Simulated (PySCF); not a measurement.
Which functional comes closest?

Molecule: carbonyl fluoride (O=C(F)F, CF2O).

Geometry:
```tsv
atom	x (Å)	y (Å)	z (Å)
O1	-0.347	1.057	0.794
C2	-0.063	0.028	0.312
F3	0.944	-0.731	0.657
F4	-0.699	-0.563	-0.665
```

Geometry PBE0-D3(BJ)/def2-SVP throughout; GIAO in PySCF, gas phase, one conformer, non-relativistic; equivalent atoms averaged; basis pcSseg-2.

Reference values (CCSD(T)/13s9p4d3f; gas (isolated, no vibration); M. E. Harding, PhD thesis, Mainz 2008 (Harding, Lenhart, Auer, Gauss, JCP 2008, 128, 244111)): σ(F3/F4) = 229.2 ppm.

Q: How do the functionals HF, LDA, PBE, BLYP, BP86, OPBE, KT2, KT3, B97-D, B3LYP, PBE0, mPW1PW91 perform against the reference? Times are CPU seconds on 1 thread of an Arm Neoverse V1, shared host; the GGAs took longer than the global hybrids here, which isn't the general rule, and the cause wasn't traced.

A: 
```
functional           kind  F3/F4  abs. error F  core-s
        HF   Hartree–Fock  240.5          11.3     4.6
       LDA            LDA  179.1          50.1     6.2
       PBE            GGA  182.8          46.4     7.6
      BLYP            GGA  183.6          45.6       7
      BP86            GGA  183.6          45.6     7.2
      OPBE            GGA  189.0          40.2     7.8
       KT2            GGA  188.9          40.3     7.9
       KT3            GGA  191.9          37.3     8.1
     B97-D            GGA  191.2          38.0     7.8
     B3LYP  global hybrid  196.1          33.1     5.9
      PBE0  global hybrid  198.4          30.8     6.7
  mPW1PW91  global hybrid  198.3          30.9     5.8
```

For 19F the closest is HF (11.3 ppm) and the furthest LDA (50.1 ppm). One molecule is a small sample, and the reference may use another geometry.
